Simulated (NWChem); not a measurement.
ammonia (NH3); SMILES N

```xyz
4

N      0.0000     0.0000     0.1216
H      0.6618     0.6618    -0.2837
H      0.2422    -0.9040    -0.2837
H     -0.9040     0.2422    -0.2837
```
Atoms are numbered in this order, from 1.

Program: NWChem. Pople sets run with spherical d functions. Structure relaxed at the PBE0/def2-SVP level. Total energies compare along this basis series because the functional is fixed.

| level | basis functions | energy (Ha) | highest occupied level (eV) | orbital gap (eV) | dipole (D) |
|---|---|---|---|---|---|
| B3LYP/STO-3G | 8 | -55.7873 | -4.02 | 14.54 | 1.87 |
| B3LYP/3-21G | 15 | -56.2277 | -6.03 | 8.99 | 2.15 |
| B3LYP/6-31G* | 20 | -56.5467 | -6.90 | 9.07 | 1.93 |
| B3LYP/6-31+G* | 24 | -56.5556 | -7.45 | 7.85 | 1.97 |
| B3LYP/def2-SVP | 29 | -56.5095 | -6.90 | 8.34 | 1.75 |
| B3LYP/def2-SVPD | 44 | -56.5243 | -7.54 | 8.11 | 1.62 |
| B3LYP/def2-TZVP | 49 | -56.5854 | -7.44 | 8.03 | 1.78 |
| B3LYP/6-311++G** | 43 | -56.5824 | -7.53 | 7.05 | 1.84 |
| B3LYP/aug-cc-pVTZ | 115 | -56.5886 | -7.59 | 7.07 | ___ |

Some entries are withheld; supply them.


- B3LYP/aug-cc-pVTZ, dipole (D): 1.58
